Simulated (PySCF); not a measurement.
# Which determinant of NaF lies lowest?

Unrestricted PBE0; Na 3-21G, F 3-21G; no relativity (PySCF 2.14). Outer shells of the fragments: Na 3s1; F 2s2 2p5.

Followed along the bond (rough minima from three points):

| 2Ms+1 | unpaired | ⟨S²⟩ at the start | R at minimum (Å) | Te (eV) |
| --- | --- | --- | --- | --- |
| 1 | none | 0.00 | 1.88 | 0.00 |
| 3 | σ ↑, π ↑ | 2.00 | none in the scan | ≤ 3.43 |

Solutions found at the starting distance of 2.190 Å, counted from the lowest of them; the search is not exhaustive and high or unbound solutions are not listed, so other states can lie among these:

```json
{"2Ms+1": "1", "unpaired": "none", "term": "¹Σ⁺", "E (eV)": "0.00", "⟨S²⟩": "0.00", "⟨Lz²⟩": "0.00", "μ (D)": "-7.07"}
{"2Ms+1": "3", "unpaired": "σ ↑, π ↑", "term": "³Π", "E (eV)": "3.14", "⟨S²⟩": "2.00", "⟨Lz²⟩": "1.00", "μ (D)": "2.31"}
{"2Ms+1": "1", "unpaired": "σ ↓, π ↑", "term": "mixed", "E (eV)": "3.16", "⟨S²⟩": "1.00", "⟨Lz²⟩": "1.00", "μ (D)": "2.51"}
{"2Ms+1": "3", "unpaired": "σ ↑↑", "term": "³Σ⁺", "E (eV)": "3.46", "⟨S²⟩": "2.00", "⟨Lz²⟩": "0.00", "μ (D)": "2.45"}
{"2Ms+1": "3", "unpaired": "π ↑↑", "term": "mixed", "E (eV)": "4.74", "⟨S²⟩": "2.00", "⟨Lz²⟩": "2.00", "μ (D)": "0.37"}
{"2Ms+1": "3", "unpaired": "π ↑↑", "term": "mixed", "E (eV)": "4.81", "⟨S²⟩": "2.00", "⟨Lz²⟩": "2.00", "μ (D)": "0.36"}
{"2Ms+1": "3", "unpaired": "σ ↑, π ↑", "term": "³Π", "E (eV)": "5.16", "⟨S²⟩": "2.00", "⟨Lz²⟩": "1.00", "μ (D)": "0.38"}
```

A term symbol is given only where ⟨S²⟩ and ⟨Lz²⟩ are close to those of a pure state; real π, δ and φ orbitals otherwise mix terms. A positive dipole means Na(−)F(+).

Counting both spins, an empty level lies below a filled one in some of these solutions, because spin and occupation are held. 3-21G is very small, so such numbers show the basis as much as the molecule.
